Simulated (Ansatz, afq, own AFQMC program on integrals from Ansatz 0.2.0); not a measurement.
**AlNH₂, triplet → AlNH2⁺, quartet**

```xyz
4

Al    0.0000   -0.0849    0.6205
N     0.0000    0.0356   -1.1435
H     0.0000    1.3500    1.3538
H     0.0000    0.4271   -2.0731
```

Connectivity, by distances: AlH–NH.

E(quartet, charge +1) − E(triplet, charge +0) at this geometry, on UHF and UHF determinants.

Basis cc-pVDZ. Noble-gas cores (and the filled d shells of Ga–Kr and In–Xe) are frozen. Integrals, coupled cluster, full CI and functionals: Ansatz 0.2.0; the random walks run on the same integrals in our own AFQMC program. ph-AFQMC/CISD is guided by a CISD state made of CCSD amplitudes; releasing the constraint for a short imaginary time cuts its bias at the price of noise, slowly where states lie close. Error bars are statistical, one sigma. The errors of all members are added in quadrature.

No full CI on the walks' own integrals is used here; CCSDT(Q) serves as the reference and is uncertain by about the last step of the cluster series. Each member takes its own surest rung, up to full CI.

The best estimate is CCSD(T) at the basis-set limit (CBS: def2-TZVPP and def2-QZVPP, with their diffuse functions for anions and beside diffuse sets, CCSD(T) itself extrapolated) plus the step from CCSD(T) to CCSDT(Q) in cc-pVDZ. Rows without CBS are in cc-pVDZ, the functionals in def2-TZVP; B2PLYP and the wave-function rows carry a basis error of their own. Core correlation and relativity beyond core potentials are missing, and ± holds the sampling alone.

Cautions: AlNH₂ (triplet): another spin lies lower, the released energies move by 1.5 errors or more from one time to the next, so no released level is given (meV from the phaseless value at times in 1/Eh: -3 ± 3 at 0.24, -9.5 ± 2.3 at 0.51, -8 ± 3 at 0.99, -7.6 ± 2.1 at 1.62, -12 ± 3 at 2.40), though the last usable value meets CCSDT(Q) within the noise; AlNH₂⁺ (quartet): lower spins were not checked, the released energies move by 1.5 errors or more from one time to the next, so no released level is given (meV from the phaseless value at times in 1/Eh: -2.6 ± 1.9 at 0.24, -4.7 ± 1.8 at 0.51, -7.3 ± 1.5 at 0.99, -6.8 ± 1.3 at 1.62, -11 ± 3 at 2.40), though the last usable value meets CCSDT(Q) within the noise, the ph-AFQMC/CISD walk drifts between its halves (2.1 errors); this needn't be the first ionization; core correlation is missing, and it shifts such a gap most where an s electron is promoted.

Best estimate: 226.8 kcal/mol.

```csv
level,vertical ionization energy (kcal/mol),error against the best estimate (kcal/mol)
HF,185.2,-41.6
MP2,214.2,-12.7
CCSD,212.3,-14.5
CCSD(T),213.7,-13.2
CCSDT,213.8,-13.0
CCSDT(Q),214.0,-12.8
ph-AFQMC/CISD,213.9 ± 0.07,-12.9 ± 0.07
HF/CBS,187.8,-39.0
MP2/CBS,227.4,0.6
CCSD(T)/CBS,226.4,-0.4
PBE,224.3,-2.5
r2SCAN,223.5,-3.4
PBE0,223.0,-3.9
B3LYP,225.6,-1.2
wB97M-V,223.8,-3.0
B2PLYP,223.5,-3.3
```

Correlation beyond CCSD(T) adds 0.4 kcal/mol. Going to the basis-set limit adds 12.8 kcal/mol at CCSD(T). The perturbative (T) step is worth +1.3 kcal/mol.

Best estimates are given only where the step beyond CCSD(T) is under 0.3 eV and no member's determinant is very poor (T1 over 0.05, or 0.07 for open shells, ⟨S²⟩ too high by 0.3, two states mixed), so the hardest cases are missing from such tables.

The functionals ran in a triple-zeta set and keep a basis error of their own, a few kJ/mol for each bond in atomization energies and more for double hybrids, so close places among them and the extrapolated levels can swap.

CCSDT and higher add their correlation energy to the determinant of the CCSD(T) run, since their own runs factorise the integrals more tightly (a shift of under 2 meV). Each member of a difference takes its own highest rung, so a best estimate needn't equal the limit plus the step of one row. A walk keeps the symmetry of its determinant, which the program's search chose and which needn't be the lowest solution, so a lower state of the same spin and another symmetry isn't excluded.
